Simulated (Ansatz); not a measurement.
The first iterations of a band of BClH3N (6 atoms, charge 0, multiplicity 1).

The calculation used Ansatz, RKS PBE/6-31G*.

| Property | Result |
| --- | --- |
| movable images | 2 |
| climbing image | yes |
| spring | 5.0 eV/Å² |
| optimiser | quadratic models (default) |
| start path | through a guess of the saddle point |
| force threshold | 0.03 eV/Å |
| iteration limit | 60 |
| end points | relaxed |

First end point:

```xyz
6
Properties=species:S:1:pos:R:3
B 0.289 -0.118 0.289
H -0.015 -0.699 1.295
N 1.625 0.051 -0.077
H 2.391 -0.307 0.490
H 1.922 0.535 -0.922
Cl -1.002 0.539 -0.754
```

Last end point:

```xyz
6
Properties=species:S:1:pos:R:3
B -0.832 0.006 0.343
H 1.400 -0.144 1.193
N 2.084 -0.094 0.427
H 1.858 -0.855 -0.223
H 1.915 0.789 -0.067
Cl -1.213 0.298 -1.353
```

| iteration | highest image above the first end (eV) | largest band force component (eV/Å) |
| --- | --- | --- |
| 1 | 6.064 | 5.995 |
| 2 | 5.361 | 2.520 |
| 3 | 5.127 | 2.122 |
| 4 | 4.734 | 0.599 |
| 5 | 4.595 | 2.748 |
| 6 | 4.337 | 0.726 |
| 7 | 4.337 | 0.494 |
| 8 | 4.337 | 2.460 |
| 9 | 4.337 | 1.061 |
| 10 | 4.337 | 0.997 |
| 11 | 4.337 | 0.820 |
| 12 | 4.337 | 0.909 |
| 13 | 4.337 | 0.888 |
| 14 | 4.337 | 0.770 |
| 15 | 4.337 | 1.051 |
| 16 | 4.337 | 1.253 |
| 17 | 4.337 | 1.151 |
| 18 | 4.337 | 0.928 |
| 19 | 4.337 | 0.815 |
| 20 | 4.337 | 0.680 |

Problem. Does the band converge within its limit, and where does its top end?

Solution. The run ended unconverged. It ended after 60 iterations with the highest image 4.337 eV above the first end. The band didn't meet its force threshold, so its energies are provisional: the largest band force was still 0.44 eV/Å, and over the last iterations the top stayed at 4.34 eV. So few images can step over the top or miss a turn of the path. The orbitals stay closed-shell, which can raise the energy where a bond breaks towards radicals; this wasn't checked here.

Run time: 110 s on 1 thread of Arm Neoverse V2 (shared host), peak memory 0.088 GiB.
